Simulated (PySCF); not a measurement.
# `C#CCPC` in a uniform electric field

C4H7P.
Atom-mapped SMILES: `[CH:1]#[C:2][CH2:3][PH:4][CH3:5]` (hydrogens: H6 on C1; H7, H8 on C3; H9 on P4; H10, H11, H12 on C5)

Geometry (GFN2-xTB, Å), atoms numbered from 1 in this order:
```xyz
12
C4H7P angstrom
C      1.8449    1.2279    0.6554
C      1.3699    0.1491    0.4412
C      0.7502   -1.1150    0.1396
P     -0.6954   -0.9545   -1.0471
C     -1.6831    0.3048   -0.1174
H      2.2904    2.1546    0.8623
H      0.3758   -1.5863    1.0548
H      1.4779   -1.7903   -0.3210
H     -0.0575   -0.0261   -1.8842
H     -2.4428    0.7126   -0.7814
H     -1.0451    1.1057    0.2534
H     -2.1843   -0.1832    0.7184
```

Level: CAM-B3LYP/def2-SVPD (PySCF); nuclei fixed, core orbitals frozen in the response. Permanent dipole (-0.092, 0.405, 0.505) D (1 au = 2.5417 D). Static polarisability (au):

```
x   76.62  6.95  6.65
y    6.95 75.85  7.09
z    6.65  7.09 63.76
```

Only the terms in μ and α are kept: μ(F) = μ + αF and ΔE = −μ·F − ½ F·αF.

**Question.** Apply 0.001 au along ±x, ±y and ±z in turn. Tabulate induced and total dipoles and both energy terms.

**Answer.** 
```json
{"field along": "+x", "induced x (D)": "0.195", "induced y (D)": "0.018", "induced z (D)": "0.017", "total size (D)": "0.679", "−μ·F (kJ/mol)": "+0.095", "−½F·αF (kJ/mol)": "-0.101"}
{"field along": "−x", "induced x (D)": "-0.195", "induced y (D)": "-0.018", "induced z (D)": "-0.017", "total size (D)": "0.686", "−μ·F (kJ/mol)": "-0.095", "−½F·αF (kJ/mol)": "-0.101"}
{"field along": "+y", "induced x (D)": "0.018", "induced y (D)": "0.193", "induced z (D)": "0.018", "total size (D)": "0.798", "−μ·F (kJ/mol)": "-0.418", "−½F·αF (kJ/mol)": "-0.100"}
{"field along": "−y", "induced x (D)": "-0.018", "induced y (D)": "-0.193", "induced z (D)": "-0.018", "total size (D)": "0.542", "−μ·F (kJ/mol)": "+0.418", "−½F·αF (kJ/mol)": "-0.100"}
{"field along": "+z", "induced x (D)": "0.017", "induced y (D)": "0.018", "induced z (D)": "0.162", "total size (D)": "0.793", "−μ·F (kJ/mol)": "-0.522", "−½F·αF (kJ/mol)": "-0.084"}
{"field along": "−z", "induced x (D)": "-0.017", "induced y (D)": "-0.018", "induced z (D)": "-0.162", "total size (D)": "0.528", "−μ·F (kJ/mol)": "+0.522", "−½F·αF (kJ/mol)": "-0.084"}
```

**Question.** For the field (0.0002, 0.0008, 0.0002) au, what is the induced dipole, and what angle does it make with the field?

**Answer.** αF = (0.056, 0.161, 0.050) D, at 5.8° to the field. The polarisability along this direction, F·αF/F², is 82.20 au, against a mean of 72.08 au.

**Question.** At what field along the permanent dipole would the induced dipole along it equal the permanent one, in this linear picture?

**Answer.** The polarisability along the dipole is 72.78 au, so F = 0.2572 au / 72.78 au = 0.0035 au = 0.18 V/Å; higher-order terms are ignored.

**Question.** What field makes μF equal to kT at 298 K?

**Answer.** kT = 0.9437 × 10⁻³ Eh, so F = 0.00367 au = 18.9 MV/cm.

**Question.** A unit point charge sits 7 Å away. Estimate the induction energy −αe²/2R⁴ with the mean polarisability, treating the molecule as a point.

**Answer.** R = 13.23 bohr, so the energy is −72.1/(2 × 13.23⁴) Eh = -3.09 kJ/mol. The charge–dipole term at its most favourable orientation, −μe/R², is -3.86 kJ/mol.

Isolated species at its GFN2-xTB geometry (one conformer only).
